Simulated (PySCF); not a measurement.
## Ionisation energy of F by level of theory

F [He] 2s2 2p5 (2P) → F⁺ [He] 2s2 2p4 (3P), as a difference of total energies. Calculation: PySCF 2.14, in cc-pVTZ; the non-relativistic Hamiltonian (point nucleus). Correlated levels: valence: 1s2 frozen. The calculations carry no spin-orbit coupling.

```csv
method,ionisation energy (eV),error (eV)
UHF,15.654,-1.773
M06-L,17.219,-0.208
r2SCAN,17.498,+0.071
MP2 (valence),17.194,-0.233
SCS-MP2 (valence),17.181,-0.246
CCSD (valence),17.089,-0.338
CCSD(T) (valence),17.131,-0.296
```

Reference: 17.427 eV (measured; NIST levels, between the centres of gravity of the two terms).

Errors of the correlated levels include the incompleteness of this basis and the frozen core.
